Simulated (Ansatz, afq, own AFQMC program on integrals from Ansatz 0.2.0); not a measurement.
# AlNH₃ (quartet): quantum Monte Carlo beside coupled cluster at distance Al1–H4 along a hydrogen transfer = 1.702 Å, cc-pVTZ

Aim: compute AlNH₃ (quartet) with auxiliary-field quantum Monte Carlo on the same integrals as coupled cluster, and set the energies side by side.

Method: cc-pVTZ, frozen cores; program: Ansatz 0.2.0, Gaussian basis, and an in-house AFQMC program (afq) on its integrals; all values are calculated.

To be run: PBE (unrestricted); CCSD(T) on UHF; r2SCAN (unrestricted); PBE0 (unrestricted); B3LYP (unrestricted); wB97M-V (unrestricted); B2PLYP (unrestricted); CCSDT(Q) on UHF; Phaseless AFQMC, CISD trial on UHF.

**1. The geometry**

The geometry derives from fragments relaxed apart (PBE0/def2-TZVP) and kept rigid, so it is no stationary point. A hydrogen atom is moved between rigid fragments.

5 atoms, charge 0, spin multiplicity 4.

Atoms are counted from 1 here; the program's logs count them from 0.

Bond lengths: Al1–H2 1.586 Å, Al1–H3 1.586 Å, Al1–H4 1.702 Å. Angles: H2–Al1–H3 120.0°, H2–Al1–H4 120.0°, H3–Al1–H4 120.0°.

Coordinates:

```
Al   -0.9673    0.0000    0.0000
H    -1.7602    1.3734    0.0000
H    -1.7602   -1.3734    0.0000
H     0.7347    0.0000    0.0000
N     2.0637    0.0000    0.0000
```

**2. PBE (unrestricted)**

File in.yaml:

```yaml
crystal:
  periodic: [false, false, false]
  atoms:
    - {symbol: Al, position_ang: [-0.967266, 0.000000, 0.000000]}
    - {symbol: H, position_ang: [-1.760190, 1.373384, 0.000000]}
    - {symbol: H, position_ang: [-1.760190, -1.373384, 0.000000]}
    - {symbol: H, position_ang: [0.734734, 0.000000, 0.000000]}
    - {symbol: N, position_ang: [2.063734, 0.000000, 0.000000]}
basis:
  gaussian: {orbitals: cc-pVTZ}
magnetization: {spin_polarized: true, initial_magnetization: 3}
hamiltonian: {xc: {name: PBE}}
output: {orbitals: {seedname: orbitals}}
```

The run is started by

```bash
> ansatz run in.yaml --threads 1 --pin off --events-out ev --progress --plain --max-ram 8192MiB --backend cpu
```

Standard output:

```text
Functional definition: PBE
  name "PBE"
  cite "Perdew, Burke & Ernzerhof, Phys. Rev. Lett. 77, 3865 (1996) doi:10.1103/PhysRevLett.77.3865"
  parent pbe
  parameter kappa = 0.804
  parameter beta = 0.06672455060314922
  exchange = pbe_x(kappa = kappa, mu = beta*pi^2/3)
  correlation = pbe_c(beta = beta)
628 factors; their error is unknown
mean field evaluation 1: about -8123.0466 eV, gradient 1.7e1 eV
mean field evaluation 2: about -8121.7716 eV, gradient 2.3e1 eV
mean field evaluation 4: about -8124.7135 eV, gradient 7.4e-1 eV
mean field evaluation 8: about -8124.7056 eV, gradient 3.4e-2 eV
mean field evaluation 16: about -8121.9179 eV, gradient 1.0e1 eV
mean field evaluation 32: about -8124.7056 eV, gradient 1.0e-5 eV
mean field -8124.70557764 eV, -298.5774228551 hartree, gradient 1.0e-5 eV, S^2 3.756276; 3 other end points of the search recorded, 0 dependent functions left out
reference -8124.70561986 eV, -298.5774244065 hartree; 13, 10 occupied and 93, 96 virtual orbitals, 628 factors
Total energy: -8124.70561986 eV, -298.5774244065 hartree
```

Wall time 3.6 s (1 thread of AMD EPYC 7R13 (Zen 3), shared host); peak memory 1.6 GiB.

From the report: ⟨S²⟩ of the determinant 3.756 (pure quartet: 3.75).

**3. CCSD(T) on UHF**

in.yaml, as its differences from that of step 2:

```diff
@@ -11,3 +11,2 @@
 magnetization: {spin_polarized: true, initial_magnetization: 3}
-hamiltonian: {xc: {name: PBE}}
-output: {orbitals: {seedname: orbitals}}
+correlation: {method: ccsd_t, electrons: outside_noble_gas, hamiltonian_folder: ham}
```

The run is started by

```bash
> ansatz run in.yaml --threads 1 --pin off --events-out ev --progress --plain --max-ram 24576MiB --backend cuda --devices 0, --max-vram 18GiB
```

Standard output, cut to the lines that bear on the results:

```text
Functional definition: HF
  name "HF"
  cite "Fock, Z. Phys. 61, 126 (1930) doi:10.1007/BF01340294"
  parent pbe
[...]
625 factors; integrals over basis functions are off by at most 2.0e-3 eV
[...]
mean field -8108.72632721 eV, -297.9901962327 hartree, gradient 4.1e-6 eV, S^2 3.792351; 1 other end points of the search recorded, 0 dependent functions left out
determinant -8108.72632721 eV, -297.9901962327 hartree, with singles and doubles -8115.68406336 eV, -298.2458883204 hartree
determinant -8106.06137809 eV, -297.8922611592 hartree, with singles and doubles -8113.27618664 eV, -298.1574004830 hartree
6 core orbitals not correlated: weight in the atoms' cores, before any rotation towards them, 1.000 or more for the frozen orbitals, at most 0.000 for the correlated occupied ones
reference -8108.72632721 eV, -297.9901962327 hartree; 7, 4 occupied and 93, 96 virtual orbitals, 625 factors
second order -5.70928385 eV of doubles, -0.00000000 eV of singles
cycle   1  -6.80324374 eV  change   -6.6e-1 eV  update   2.2e-2
[...]
cycle   9  -6.82510168 eV  change    5.4e-6 eV  update   1.2e-5
perturbative correction -0.17837442 eV, -0.0065551389 hartree
Total energy: -8115.72980330 eV, -298.2475692321 hartree
```

Run time: 4.5 s. Hardware: 1 × NVIDIA H100 80GB HBM3 with 1 thread of AMD EPYC 7R13 (Zen 3), shared host; peak host memory 1.6 GiB.

From the report: ⟨S²⟩ of the determinant 3.792 (pure quartet: 3.75); correlation -7.0035 eV; T1 0.019; largest double amplitude 0.03.

This run also writes the integrals to the folder ham.

**4. r2SCAN (unrestricted)**

in.yaml, as its differences from that of step 3:

```diff
@@ -11,2 +11,2 @@
 magnetization: {spin_polarized: true, initial_magnetization: 3}
-correlation: {method: ccsd_t, electrons: outside_noble_gas, hamiltonian_folder: ham}
+hamiltonian: {xc: {name: r2SCAN}}
```

The run is started by

```bash
> ansatz run in.yaml --threads 1 --pin off --events-out ev --progress --plain --max-ram 8192MiB --backend cpu
```

Standard output:

```text
Functional definition: r2SCAN
  name "r2SCAN"
  cite "Furness, Kaplan, Ning, Perdew & Sun, J. Phys. Chem. Lett. 11, 8208 (2020) doi:10.1021/acs.jpclett.0c02405"
  cite "Furness, Kaplan, Ning, Perdew & Sun, J. Phys. Chem. Lett. 11, 9248 (2020) doi:10.1021/acs.jpclett.0c03077"
  parent r2scan
  parameter k0 = 0.174
  parameter k1 = 0.065
  parameter a1 = 4.9479
  exchange = r2scan_x(k0 = k0, k1 = k1, a1 = a1)
  correlation = r2scan_c
628 factors; their error is unknown
mean field evaluation 1: about -8127.8483 eV, gradient 1.4e1 eV
mean field evaluation 2: about -8127.7461 eV, gradient 1.5e1 eV
mean field evaluation 4: about -8129.0253 eV, gradient 6.1e-1 eV
mean field evaluation 8: about -8129.0131 eV, gradient 1.3e-1 eV
mean field evaluation 16: about -8129.0131 eV, gradient 8.9e-5 eV
mean field -8129.01311110 eV, -298.7357217899 hartree, gradient 8.9e-5 eV, S^2 3.763796; 0 other end points of the search recorded, 0 dependent functions left out
reference -8129.01312691 eV, -298.7357223708 hartree; 13, 10 occupied and 93, 96 virtual orbitals, 628 factors
Total energy: -8129.01312691 eV, -298.7357223708 hartree
```

Wall time 3.6 s (1 thread of AMD EPYC 7R13 (Zen 3), shared host); peak memory 1.6 GiB.

From the report: ⟨S²⟩ of the determinant 3.764 (pure quartet: 3.75).

**5. PBE0 (unrestricted)**

in.yaml, as its differences from that of step 4:

```diff
@@ -11,2 +11,3 @@
 magnetization: {spin_polarized: true, initial_magnetization: 3}
-hamiltonian: {xc: {name: r2SCAN}}
+hamiltonian: {xc: {name: PBE0}}
+output: {orbitals: {seedname: orbitals}}
```

The command is unchanged.

Standard output:

```text
Functional definition: PBE0
  name "PBE0"
  cite "Adamo & Barone, J. Chem. Phys. 110, 6158 (1999) doi:10.1063/1.478522"
  cite "Perdew, Burke & Ernzerhof, Phys. Rev. Lett. 77, 3865 (1996) doi:10.1103/PhysRevLett.77.3865"
  parent pbe
  parameter a = 0.25
  parameter kappa = 0.804
  parameter beta = 0.06672455060314922
  exchange = (1 - a)*pbe_x(kappa = kappa, mu = beta*pi^2/3) + a*exact_x
  correlation = pbe_c(beta = beta)
643 factors; their error is unknown
mean field evaluation 1: about -8124.7487 eV, gradient 1.2e1 eV
mean field evaluation 2: about -8125.0154 eV, gradient 1.0e1 eV
mean field evaluation 4: about -8125.5278 eV, gradient 3.6e-1 eV
mean field evaluation 8: about -8125.5454 eV, gradient 1.2e-1 eV
mean field evaluation 16: about -8125.5455 eV, gradient 5.6e-5 eV
mean field -8125.54546393 eV, -298.6082881070 hartree, gradient 5.6e-5 eV, S^2 3.761951; 0 other end points of the search recorded, 0 dependent functions left out
reference -8125.54549519 eV, -298.6082892558 hartree; 13, 10 occupied and 93, 96 virtual orbitals, 643 factors
Total energy: -8125.54549519 eV, -298.6082892558 hartree
```

Wall time 2 s (1 thread of AMD EPYC 7R13 (Zen 3), shared host); peak memory 1.6 GiB.

From the report: ⟨S²⟩ of the determinant 3.762 (pure quartet: 3.75).

**6. B3LYP (unrestricted)**

in.yaml, as its differences from that of step 5:

```diff
@@ -11,3 +11,2 @@
 magnetization: {spin_polarized: true, initial_magnetization: 3}
-hamiltonian: {xc: {name: PBE0}}
-output: {orbitals: {seedname: orbitals}}
+hamiltonian: {xc: {name: B3LYP}}
```

Same command.

Standard output, cut to the lines that bear on the results:

```text
Functional definition: B3LYP
  name "B3LYP"
  cite "Stephens, Devlin, Chabalowski & Frisch, J. Phys. Chem. 98, 11623 (1994) doi:10.1021/j100096a001"
  cite "Becke, Phys. Rev. A 38, 3098 (1988) doi:10.1103/PhysRevA.38.3098"
  cite "Lee, Yang & Parr, Phys. Rev. B 37, 785 (1988) doi:10.1103/PhysRevB.37.785"
  cite "Vosko, Wilk & Nusair, Can. J. Phys. 58, 1200 (1980) doi:10.1139/p80-159"
[...]
640 factors; their error is unknown
[...]
mean field -8131.29853521 eV, -298.8197095768 hartree, gradient 4.0e-5 eV, S^2 3.760250; 0 other end points of the search recorded, 0 dependent functions left out
reference -8131.29877260 eV, -298.8197183008 hartree; 13, 10 occupied and 93, 96 virtual orbitals, 640 factors
Total energy: -8131.29877260 eV, -298.8197183008 hartree
```

Run time: 2 s. Hardware: 1 thread of AMD EPYC 7R13 (Zen 3), shared host; peak memory 1.6 GiB.

From the report: ⟨S²⟩ of the determinant 3.760 (pure quartet: 3.75).

**7. wB97M-V (unrestricted)**

in.yaml, as its differences from that of step 6:

```diff
@@ -11,2 +11,3 @@
 magnetization: {spin_polarized: true, initial_magnetization: 3}
-hamiltonian: {xc: {name: B3LYP}}
+hamiltonian: {xc: {name: wB97M-V}}
+output: {orbitals: {seedname: orbitals}}
```

The command is unchanged.

Standard output, cut to the lines that bear on the results:

```text
Functional definition: wB97M-V
  name "wB97M-V"
  cite "Mardirossian & Head-Gordon, J. Chem. Phys. 144, 214110 (2016) doi:10.1063/1.4952647"
  cite "Becke, J. Chem. Phys. 107, 8554 (1997) doi:10.1063/1.475007"
  cite "Vydrov & Van Voorhis, J. Chem. Phys. 133, 244103 (2010) doi:10.1063/1.3521275"
  # Of w^i u^j: cxij and so on, Table III.
[...]
  gx(w, u) = 1 - cx + cx01*u + cx10*w
  gss(w, u) = css00 + css04*u^4 + css10*w + css20*w^2 + css43*w^4*u^3
  gos(w, u) = cos00 + cos10*w + (cos20 + cos21*u)*w^2 + (cos60 + cos61*u)*w^6
[...]
      + integral(e_c_pw_mod_opposite_spin*gos(b97_w_opposite, b97_u_opposite)) + vv10(b, c)
628 factors; their error is unknown
153 factors; integrals over basis functions are off by at most 9.0e-5 eV
[...]
mean field -8129.13388244 eV, -298.7401600548 hartree, gradient 3.4e-5 eV, S^2 3.761213; 0 other end points of the search recorded, 0 dependent functions left out
reference -8129.13392987 eV, -298.7401617979 hartree; 13, 10 occupied and 93, 96 virtual orbitals, 628 factors
Total energy: -8129.13392987 eV, -298.7401617979 hartree
```

Run time: 6.5 s. Hardware: 1 thread of AMD EPYC 7R13 (Zen 3), shared host; peak memory 1.6 GiB.

From the report: ⟨S²⟩ of the determinant 3.761 (pure quartet: 3.75).

**8. B2PLYP (unrestricted)**

in.yaml, as its differences from that of step 7:

```diff
@@ -11,3 +11,3 @@
 magnetization: {spin_polarized: true, initial_magnetization: 3}
-hamiltonian: {xc: {name: wB97M-V}}
-output: {orbitals: {seedname: orbitals}}
+hamiltonian: {xc: {name: B2PLYP}}
+correlation: {electrons: outside_noble_gas}
```

Launched as before.

Standard output, cut to the lines that bear on the results:

```text
Functional definition: B2PLYP
  name "B2PLYP"
  cite "Grimme, J. Chem. Phys. 124, 034108 (2006) doi:10.1063/1.2148954"
  cite "Becke, Phys. Rev. A 38, 3098 (1988) doi:10.1103/PhysRevA.38.3098"
  cite "Lee, Yang & Parr, Phys. Rev. B 37, 785 (1988) doi:10.1103/PhysRevB.37.785"
[...]
625 factors; integrals over basis functions are off by at most 2.0e-3 eV
[...]
mean field -8124.12169031 eV, -298.5559653913 hartree, gradient 5.2e-6 eV, S^2 3.771311; 0 other end points of the search recorded, 0 dependent functions left out
6 core orbitals not correlated: weight in the atoms' cores, before any rotation towards them, 1.000 or more for the frozen orbitals, at most 0.000 for the correlated occupied ones
reference -8124.12183958 eV, -298.5559708772 hartree; 7, 4 occupied and 93, 96 virtual orbitals, 625 factors
second order -7.10702976 eV of doubles, -0.00000000 eV of singles
Total energy: -8126.04073762 eV, -298.6264890793 hartree
```

Wall time 2.9 s (1 thread of AMD EPYC 7R13 (Zen 3), shared host); peak memory 1.6 GiB.

From the report: ⟨S²⟩ of the determinant 3.771 (pure quartet: 3.75).

**9. CCSDT(Q) on UHF**

in.yaml, as its differences from that of step 8:

```diff
@@ -11,3 +11,2 @@
 magnetization: {spin_polarized: true, initial_magnetization: 3}
-hamiltonian: {xc: {name: B2PLYP}}
-correlation: {electrons: outside_noble_gas}
+correlation: {method: ccsdt_q, electrons: outside_noble_gas}
```

The run is started by

```bash
> ansatz run in.yaml --threads 1 --pin off --events-out ev --progress --plain --max-ram 24576MiB --backend cuda --devices 0, --max-vram 18GiB
```

Standard output, cut to the lines that bear on the results:

```text
Functional definition: HF
  name "HF"
  cite "Fock, Z. Phys. 61, 126 (1930) doi:10.1007/BF01340294"
  parent pbe
[...]
1304 factors; integrals over basis functions are off by at most 2.3e-7 eV
[...]
mean field -8108.72634680 eV, -297.9901969527 hartree, gradient 3.9e-6 eV, S^2 3.792351; 1 other end points of the search recorded, 0 dependent functions left out
determinant -8108.72634680 eV, -297.9901969527 hartree, with singles and doubles -8115.68409746 eV, -298.2458895736 hartree
determinant -8106.06141383 eV, -297.8922624724 hartree, with singles and doubles -8113.27623449 eV, -298.1574022413 hartree
6 core orbitals not correlated: weight in the atoms' cores, before any rotation towards them, 1.000 or more for the frozen orbitals, at most 0.000 for the correlated occupied ones
reference -8108.72634680 eV, -297.9901969527 hartree; 7, 4 occupied and 93, 96 virtual orbitals, 1304 factors
second order -5.70930299 eV of doubles, -0.00000000 eV of singles
cycle   1  -6.47038837 eV  change   -7.6e-1 eV  update   7.4e-2
[...]
cycle  19  -7.03592570 eV  change    1.4e-8 eV  update   1.1e-6
perturbative correction -0.00680171 eV, -0.0002499583 hartree
Total energy: -8115.76907421 eV, -298.2490124112 hartree
```

Wall time 22 s (1 × NVIDIA H100 80GB HBM3 with 1 thread of AMD EPYC 7R13 (Zen 3), shared host); peak host memory 1.6 GiB.

From the report: ⟨S²⟩ of the determinant 3.792 (pure quartet: 3.75); correlation -7.0427 eV; T1 0.020; largest double amplitude 0.03.

**10. Phaseless AFQMC, CISD trial on UHF**

It reads the integrals that the CCSD(T) run on this determinant wrote.

The run is started by

```bash
> afq ham --method phaseless --trial cisd --walkers 1000 --populations 20 --least-time 60 --time-step 0.005 --steps-per-block 50 --equilibration-blocks 28 --max-blocks 4000 --target-error 0.0002 --factor-cut 1e-05 --start spin_pure --seed 5652 --release-times 0.24,0.51,0.99,1.62,2.4 --release-step 0.03 --release-every 3 --taylor-order 6
```

Standard output:

```text
orbitals 100  electrons 7 4  factors 620 of 625
reference energy -297.99019623 Eh
CCSD correlation -0.25081818 Eh in 12 cycles, weight of the determinant in the CISD state 0.8847
energy of the start -298.239673 Eh
 block  time / (1/Eh)  mean weight  energy / Eh
     1     0.250  0.9995  -298.237988
     2     0.500  0.9996  -298.240007
     3     0.750  0.9997  -298.242432
     4     1.000  1.0002  -298.243697
     5     1.250  0.9997  -298.245150
     6     1.500  0.9996  -298.246102
     7     1.750  1.0000  -298.246811
     8     2.000  0.9993  -298.247951
     9     2.250  0.9995  -298.248164
    10     2.500  0.9998  -298.247345
    13     3.250  1.0011  -298.247827
    16     4.000  0.9996  -298.249426
    19     4.750  1.0000  -298.250058
    22     5.500  1.0005  -298.248953
    25     6.250  0.9998  -298.248099
    28     7.000  1.0001  -298.248478
    31     7.750  0.9994  -298.249758
    34     8.500  0.9997  -298.249106
    37     9.250  1.0006  -298.249002
    40    10.000  0.9996  -298.249159
    43    10.750  0.9993  -298.247542
    46    11.500  1.0002  -298.248224
    49    12.250  1.0004  -298.248110
    52    13.000  1.0008  -298.248889
    55    13.750  0.9998  -298.248829
    58    14.500  0.9997  -298.248943
    61    15.250  0.9998  -298.248258
    64    16.000  1.0000  -298.248645
    67    16.750  0.9997  -298.249511
    70    17.500  1.0010  -298.248184
    73    18.250  1.0001  -298.248347
    76    19.000  0.9997  -298.248409
    79    19.750  1.0006  -298.249486
    82    20.500  1.0002  -298.248173
    85    21.250  0.9994  -298.249169
    88    22.000  0.9993  -298.247418
    91    22.750  0.9998  -298.249215
    94    23.500  1.0001  -298.248228
    97    24.250  1.0000  -298.249164
   100    25.000  0.9997  -298.248981
   103    25.750  0.9999  -298.248039
   106    26.500  0.9994  -298.248986
   109    27.250  1.0003  -298.246840
   112    28.000  1.0002  -298.247383
   115    28.750  0.9997  -298.247452
   118    29.500  0.9997  -298.247624
   121    30.250  0.9996  -298.247326
   124    31.000  1.0002  -298.248451
   127    31.750  1.0002  -298.248105
error from the spread of 20 populations
released: time / (1/Eh)  energy / Eh  error  mean overlap
  0.24  -298.248710  0.000153  0.9975
  0.51  -298.248715  0.000132  0.9953
  0.99  -298.249042  0.000103  0.9896
  1.62  -298.249119  0.000177  0.9881
  2.40  -298.249004  0.000246  0.9854
energy -298.248494 +/- 0.000191 Eh
```

Wall time 93 s (1 × NVIDIA H100 80GB HBM3 with 2 threads of AMD EPYC 7R13 (Zen 3), shared host); peak host memory 1.9 GiB.

Energy -8115.7550 ± 0.0052 eV. Caveats: constraint bias not in the error.

**11. AFQMC on the ladder**

On the UHF determinant, counted from CCSDT(Q) (a yardstick, not exact):

| level | energy (eV) | from CCSDT(Q) (meV) | statistical error (meV) | time |
| --- | --- | --- | --- | --- |
| HF | -8108.7263 | +7042.7 |  |  |
| MP2 | -8114.4356 | +1333.5 |  |  |
| CCSD | -8115.5514 | +217.6 |  |  |
| CCSD(T) | -8115.7298 | +39.3 |  |  |
| CCSDT(Q) | -8115.7691 | 0.0 |  |  |
| Phaseless AFQMC, CISD trial, step 0.005, 1000 walkers | -8115.7550 | +14.1 | 5.2 | 93 s |

The functionals' totals stand on their own zeros and serve differences with other points: PBE -8124.706 eV; r2SCAN -8129.013 eV; PBE0 -8125.545 eV; B3LYP -8131.299 eV; wB97M-V -8129.134 eV; B2PLYP -8126.041 eV.

**12. Results**

| quantity | value |
| --- | --- |
| CCSD(T) on UHF from CCSDT(Q) | +39.3 meV |
| Phaseless AFQMC, CISD trial on UHF from CCSDT(Q) | +14.1 ± 5.2 meV |

On UHF the phaseless walk with the CISD trial lies +14.1 meV from CCSDT(Q), within three error bars. Error bars are statistical and leave out the constraint, the time step and what remains of the start.
